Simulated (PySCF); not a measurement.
Species: PF3.
SMILES: `P(F)(F)F`

The closed-shell ground state was solved at several levels (PySCF, density fitting, gas phase, non-relativistic). Geometry: PBE0-D3(BJ)/def2-SVP; no solvent, vibrations or thermal averaging.

```csv
level,basis functions,total energy (Eh),HOMO (eV),LUMO (eV),gap (eV),dipole (D)
BLYP/pcSseg-2,151,-641.1400,-7.94,-1.37,6.57,1.26
LDA/pcSseg-2,151,-638.0203,-8.18,-1.71,6.47,1.22
BP86/pcSseg-2,151,-641.1800,-8.12,-1.51,6.61,1.18
OPBE/pcSseg-2,151,-640.9404,-7.92,-1.30,6.62,1.05
PBE0/pcSseg-2,151,-640.7295,-9.46,-0.52,8.94,1.31
KT2/pcSseg-2,151,-647.7683,-8.13,-1.55,6.58,1.24
HF/pcSseg-2,151,-639.3054,-12.94,2.86,15.80,1.60
KT3/pcSseg-2,151,-647.1649,-8.15,-1.52,6.63,1.22
PBE/pcSseg-2,151,-640.7147,-8.00,-1.45,6.55,1.17
B3LYP/pcSseg-2,151,-641.1655,-9.28,-0.79,8.49,1.38
```

Q: Estimate the row for mPW1PW91/pcSseg-2, a basis of 151 functions; the other rows only guide the guess.

A: Total energy -641.0816 Eh, HOMO -9.50 eV, LUMO -0.52 eV, gap 8.98 eV, dipole 1.32 D.

Q: Over all these levels, which gives the widest orbital gap and which the narrowest?

A: HF/pcSseg-2 (Hartree–Fock, all exact exchange) has the widest, 15.80 eV, and LDA/pcSseg-2 (LDA) the narrowest, 6.47 eV. From the narrowest to the widest the HOMO moves by -4.76 eV and the LUMO by +4.57 eV.

Q: In the pcSseg-2 basis, how does the gap go with the fixed share of exact exchange?

A: LDA (0 %) 6.47 eV; PBE (0 %) 6.55 eV; BLYP (0 %) 6.57 eV; KT2 (0 %) 6.58 eV; BP86 (0 %) 6.61 eV; OPBE (0 %) 6.62 eV; KT3 (0 %) 6.63 eV; B3LYP (20 %) 8.49 eV; PBE0 (25 %) 8.94 eV; mPW1PW91 (25 %) 8.98 eV; HF (100 %) 15.80 eV. Each rise in the share widens the gap here.

Q: How far do the dipole and the HOMO energy spread over the levels?

A: The dipole runs from 1.05 to 1.60 D (mean 1.27 D) and the HOMO from -12.94 to -7.92 eV.
